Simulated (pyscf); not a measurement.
H₂O + H₃C–BH–OH → HO–BH–OH + CH₄ (four-centre exchange; singlet surface; H–O, B–C broken, B–O, C–H formed). Optimised with ωB97X-D3(BJ)/def2-SVP in PySCF. Correlated levels are frozen-core, on RHF or UHF. ΔMP2 is the change of the MP2 total energy from the triple- to the quadruple-zeta basis. Energies in eV from the separated reactants.

| level | barrier | reaction energy |
|---|---|---|
| ωB97X-D3(BJ)/def2-TZVP | 1.37 | -1.46 |
| PBE/def2-TZVP | 1.11 | -1.46 |
| PBE0-D3(BJ)/def2-TZVP | 1.19 | -1.45 |
| ωB97M-D3(BJ)/def2-TZVP | 1.34 | -1.48 |
| HF/def2-TZVP | 2.22 | -1.61 |
| CCSD/def2-TZVPP | 1.56 | -1.44 |
| CCSD(T)/def2-TZVPP + ΔMP2(QZVPP) | 1.46 | -1.40 |

Of the functionals in the table, ωB97X-D3(BJ) is closest to CCSD(T)/def2-TZVPP + ΔMP2(QZVPP) in the barrier (0.09 eV apart) and PBE least close (0.36 eV); that level has limits of its own. On the reactant side the descent ends in a complex (not fully relaxed), 0.25 eV under the separated species and 1.62 eV under the saddle at ωB97X-D3(BJ)/def2-TZVP. The reactants may also form a dative adduct at H₃C–BH–OH; it and routes through it were not searched. One saddle was located; it need not be the lowest between these sides. The CCSD(T) − MP2 part came from Ansatz, without density fitting, on the same reference.
